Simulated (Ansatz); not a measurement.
**HCN/HNC (charge +1), doublet: energies of several shapes or isomers**

Calculated in Ansatz's Gaussian-basis code. Nonrelativistic, cc-pVTZ, 2 core orbitals frozen. On stretched bonds single-reference methods can fail or change state.

Case A:

```xyz
3

C     0.0000    0.0000   -0.6870
N     0.0000    0.0000    0.4824
H     0.0000    0.0000    1.4772
```

Case B:

```json
{"atom": "C", "x (Å)": "-0.0012", "y (Å)": "-0.0059", "z (Å)": "-0.5198"}
{"atom": "N", "x (Å)": "-0.0001", "y (Å)": "-0.0008", "z (Å)": "0.6545"}
{"atom": "H", "x (Å)": "0.0008", "y (Å)": "0.0013", "z (Å)": "-1.5709"}
```

Case C:

```xyz
3

C    -0.0069    0.0011   -0.5046
N    -0.0040   -0.0083    0.6605
H    -0.0070   -0.0061   -1.5771
```

Case D:

```xyz
3

C     0.0000    0.0000   -0.5118
N     0.0000    0.0000    0.6645
H     0.0000    0.0000   -1.5808
```

Energy less that of case A, in eV:

```
case   RCCSD
   B  +0.911
   C  +0.932
   D  +0.885
```

Give the RCCSD(T) energies against case A.

B: +1.023 eV; C: +1.048 eV; D: +0.994 eV.

Which case is lowest, and do the methods agree?

A is lowest in RCCSD(T). Of the methods shown, RCCSD agrees.
